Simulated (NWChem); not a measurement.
System: methyl formate (C2H4O2); SMILES COC=O

NWChem input:

```
start job
memory heap 200 mb stack 900 mb global 1100 mb
geometry units angstroms
  C     -0.509398    -1.318595     0.002594
  O      0.676406    -0.537951     0.001445
  C      0.503956     0.780578     0.000236
  O     -0.552295     1.343814    -0.000184
  H     -1.115372    -1.111425    -0.891944
  H     -0.189132    -2.366689     0.008631
  H     -1.119780    -1.102316     0.891930
  H      1.496118     1.278758    -0.000275
end
basis spherical
  * library sto-3g
end
dft
  xc hfexch
  iterations 150
end
driver
  maxiter 120
end
task dft optimize
task dft freq
```

Parts of the log:

```
             Northwest Computational Chemistry Package (NWChem) 7.3.0
             --------------------------------------------------------

 C1  symmetry detected

                             Geometry "geometry" -> ""
                             -------------------------

 Output coordinates in angstroms (scale by  1.889725989 to convert to a.u.)

  No.       Tag          Charge          X              Y              Z
 ---- ---------------- ---------- -------------- -------------- --------------
    1 C                    6.0000    -0.51282590    -1.31506279     0.00004090
    2 O                    8.0000     0.67441555    -0.53660583    -0.00007409
    3 C                    6.0000     0.50439703     0.78223945     0.00002997
    4 O                    8.0000    -0.55081364     1.34742223    -0.00002489
    5 H                    1.0000    -1.11823699    -1.10586210    -0.89440564
    6 H                    1.0000    -0.19449401    -2.36375116     0.00507065
    7 H                    1.0000    -1.12298696    -1.09856729     0.88947583
    8 H                    1.0000     1.49747591     1.27858944     0.00022575

 Effective nuclear repulsion energy (a.u.)     122.8400347260

                                Z-matrix (autoz)
                                --------

 Units are Angstrom for bonds and degrees for angles

      Type          Name      I     J     K     L     M      Value
      ----------- --------  ----- ----- ----- ----- ----- ----------
    1 Stretch                  1     2                       1.41970
    2 Stretch                  1     5                       1.10015
    3 Stretch                  1     6                       1.09595
    4 Stretch                  1     7                       1.10012
    5 Stretch                  2     3                       1.32976
    6 Stretch                  3     4                       1.19704
    7 Stretch                  3     8                       1.11021
    8 Bend                     1     2     3               115.90652
    9 Bend                     2     1     5               110.84632
   10 Bend                     2     1     6               106.36632
   11 Bend                     2     1     7               110.85338
   12 Bend                     2     3     4               125.51976
   13 Bend                     2     3     8               109.21055
   14 Bend                     4     3     8               125.26969
   15 Bend                     5     1     6               110.21411
   16 Bend                     5     1     7               108.34190
   17 Bend                     6     1     7               110.22424
   18 Torsion                  1     2     3     4          -0.01376
   19 Torsion                  1     2     3     8         179.98353
   20 Torsion                  3     2     1     5          60.46657
   21 Torsion                  3     2     1     6        -179.72007
   22 Torsion                  3     2     1     7         -59.89055

  xc_inp: hfexch multiplicative factor not found.

                           NWChem Geometry Optimization
                           ----------------------------

 maximum gradient threshold         (gmax) =   0.000450
 rms gradient threshold             (grms) =   0.000300
 maximum cartesian step threshold   (xmax) =   0.001800
 rms cartesian step threshold       (xrms) =   0.001200
 fixed trust radius                (trust) =   0.300000
 source of zmatrix                         =   autoz

          -------------------
          Energy Minimization
          -------------------

 Using diagonal initial Hessian
 Scaling for Hessian diagonals: bonds = 1.00  angles = 0.25  torsions = 0.10

          --------
          Step   0

                                 NWChem DFT Module
                                 -----------------

[...]

      ----------------------
      Optimization converged
      ----------------------

  Step       Energy      Delta E   Gmax     Grms     Xrms     Xmax
  ---- ---------------- -------- -------- -------- -------- --------
@    6    -224.79938246 -9.3D-09  0.00001  0.00000  0.00012  0.00030
                                     ok       ok       ok       ok

                                Z-matrix (autoz)
                                --------

 Units are Angstrom for bonds and degrees for angles

      Type          Name      I     J     K     L     M      Value     Gradient
      ----------- --------  ----- ----- ----- ----- ----- ---------- ----------
    1 Stretch                  1     2                       1.43800    0.00001
    2 Stretch                  1     5                       1.09358   -0.00000
    3 Stretch                  1     6                       1.09099    0.00000
    4 Stretch                  1     7                       1.09356   -0.00000
    5 Stretch                  2     3                       1.38845   -0.00000
    6 Stretch                  3     4                       1.21345   -0.00000
    7 Stretch                  3     8                       1.10396    0.00001
    8 Bend                     1     2     3               112.10142    0.00000
    9 Bend                     2     1     5               111.68960   -0.00000
   10 Bend                     2     1     6               106.82340    0.00000
   11 Bend                     2     1     7               111.69875   -0.00000
   12 Bend                     2     3     4               124.80973   -0.00000
   13 Bend                     2     3     8               109.45017    0.00000
   14 Bend                     4     3     8               125.74010    0.00000
   15 Bend                     5     1     6               109.09600   -0.00000
   16 Bend                     5     1     7               108.37472   -0.00000
   17 Bend                     6     1     7               109.10051   -0.00000
   18 Torsion                  1     2     3     4          -0.01424   -0.00000
   19 Torsion                  1     2     3     8         179.98506    0.00000
   20 Torsion                  3     2     1     5          61.02536    0.00001
   21 Torsion                  3     2     1     6        -179.75998    0.00001
   22 Torsion                  3     2     1     7         -60.53462    0.00001

                         Geometry "geometry" -> "geometry"
                         ---------------------------------

 Output coordinates in angstroms (scale by  1.889725989 to convert to a.u.)

[...]

 Rotational Constants
 --------------------
 A=   0.640841 cm-1  (  0.922006 K)
 B=   0.230241 cm-1  (  0.331258 K)
 C=   0.174958 cm-1  (  0.251720 K)

 Temperature                      =   298.15K
 frequency scaling parameter      =   1.0000

 Zero-Point correction to Energy  =   44.981 kcal/mol  (  0.071682 au)
 Thermal correction to Energy     =   47.758 kcal/mol  (  0.076107 au)
 Thermal correction to Enthalpy   =   48.350 kcal/mol  (  0.077051 au)

 Total Entropy                    =   67.462 cal/mol-K
   - Translational                =   38.179 cal/mol-K (mol. weight =  60.0211)
   - Rotational                   =   23.640 cal/mol-K (symmetry #  =        1)
   - Vibrational                  =    5.642 cal/mol-K

 Cv (constant volume heat capacity) =   12.847 cal/mol-K
   - Translational                  =    2.979 cal/mol-K
   - Rotational                     =    2.979 cal/mol-K
   - Vibrational                    =    6.888 cal/mol-K

[normal modes left out]

 ----------------------------------------------------------------------------
 Normal Eigenvalue ||           Projected Infra Red Intensities
  Mode   [cm**-1]  || [atomic units] [(debye/angs)**2] [(KM/mol)] [arbitrary]
 ------ ---------- || -------------- ----------------- ---------- -----------
    1       -0.000 ||    0.000129           0.003         0.126       0.080
    2       -0.000 ||    0.000247           0.006         0.241       0.152
    3        0.000 ||    0.000172           0.004         0.168       0.106
    4        0.000 ||    0.000118           0.003         0.115       0.072
    5        0.000 ||    0.000001           0.000         0.001       0.001
    6        0.000 ||    0.000136           0.003         0.132       0.084
    7      161.293 ||    0.000169           0.004         0.165       0.104
    8      291.698 ||    0.019925           0.460        19.424      12.275
    9      335.131 ||    0.009708           0.224         9.464       5.981
   10      805.961 ||    0.012838           0.296        12.516       7.909
   11     1079.707 ||    0.001115           0.026         1.087       0.687
   12     1113.388 ||    0.030689           0.708        29.917      18.906
   13     1318.184 ||    0.004711           0.109         4.593       2.902
   14     1363.140 ||    0.003816           0.088         3.720       2.351
   15     1436.108 ||    0.120705           2.785       117.669      74.360
   16     1580.759 ||    0.031403           0.724        30.613      19.346
   17     1742.605 ||    0.010488           0.242        10.225       6.461
   18     1790.586 ||    0.003089           0.071         3.011       1.903
   19     1805.235 ||    0.006668           0.154         6.501       4.108
   20     2102.438 ||    0.120549           2.781       117.517      74.264
   21     3535.130 ||    0.002984           0.069         2.909       1.838
   22     3582.394 ||    0.007605           0.175         7.414       4.685
   23     3704.208 ||    0.002151           0.050         2.097       1.325
   24     3731.972 ||    0.000166           0.004         0.161       0.102
 ----------------------------------------------------------------------------
```

Level: Hartree-Fock/STO-3G.
